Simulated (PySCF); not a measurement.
Excitations are Tamm–Dancoff values on a coarser integration grid. The basis has no diffuse functions, so Rydberg states are missing or too high.

Species: AlF3, SMILES `[F][Al]([F])[F]` (charge 0, multiplicity 1).

Task: Give the dipole moment, HOMO, T1 excitation (TDA), LUMO and HOMO–LUMO gap at the level M06-2X/def2-TZVP // PBE0-D3(BJ)/def2-TZVP (PySCF 2.14.0).

Result: 
```json
{
  "dipole_moment": "0.00 D",
  "HOMO": "-13.95 eV",
  "T1 excitation (TDA)": "8.72 eV",
  "LUMO": "-1.04 eV",
  "HOMO–LUMO gap": "12.91 eV"
}
```
